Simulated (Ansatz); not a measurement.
# CH$_{3}$⁺, singlet: reading a ladder of total energies

Geometry: that of the CH3, doublet, kept fixed.

```xyz
4

C     0.0000    0.0000    0.0000
H     1.0799    0.0140   -0.0003
H    -0.5521    0.9282   -0.0027
H    -0.5278   -0.9423    0.0031
```

Basis cc-pVTZ; Ansatz 0.2.0. Correlated methods freeze the noble-gas cores, which leaves 6 electrons in 71 orbitals. Prefix R: restricted or restricted open-shell reference.

Full CI isn't at hand for all of this; RCCSDT(Q) serves as the reference, and is uncertain by the last step of the cluster series or more.

RCCSD has a T1 diagnostic of 0.005 and a largest doubles amplitude of 0.06.

Runs differ by some tens of microhartree through their thresholds, so steps under 0.03 kcal/mol mean nothing.

```tsv
level	total energy (hartree)
RHF	-39.247755
RMP2	-39.379474
RCCSD	-39.401206
RCCSD(T)	-39.404192
RCCSDT	-39.404579
RCCSDT(Q)	-39.404634
```

**Question.** What is the correlation energy at RCCSDT(Q), and what share of it do RMP2 and RCCSD recover?

**Answer.** E(corr) = -39.404634 − (-39.247755) = -0.156879 hartree = -4.269 eV. RMP2: -0.131719 / -0.156879 = 83.96 %. RCCSD: -0.153451 / -0.156879 = 97.81 %.

**Question.** By how many kcal/mol does RCCSD(T) miss RCCSDT(Q) (1 hartree = 627.509 kcal/mol), and which steps make up the rest?

**Answer.** -39.404192 − (-39.404634) = 0.000442 hartree = 0.28 kcal/mol. Steps: RCCSDT − RCCSD(T) = -0.24, RCCSDT(Q) − RCCSDT = -0.03 kcal/mol. That is within 1 kcal/mol of the reference in this basis, which itself misses far more of the correlation at the basis-set limit.
